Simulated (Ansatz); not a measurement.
# Correlation methods on OH (charge -1), singlet

Program: Ansatz, Gaussian basis, development build; BCCD by scripts on PySCF. Settings: cc-pVDZ; 1 core orbital frozen; no relativity. Perturbation and coupled-cluster methods stand on the Hartree–Fock determinant that coupled cluster favours (restricted). 

Correlation energy of CCSD(T), then each method's total less that of CCSD(T), in eV:

| case | E corr CCSD(T) | BCCD | BCCD(T) | determinant |
| --- | --- | --- | --- | --- |
| 0.962 Å RHF | -5.555 | +0.064 | 0.000 | – |

(1) Give CCSDT(Q) less CCSD(T). Is CCSD(T) good to 1 kcal/mol?

Answers

(1) 0.962 Å RHF: -0.018 eV (within).
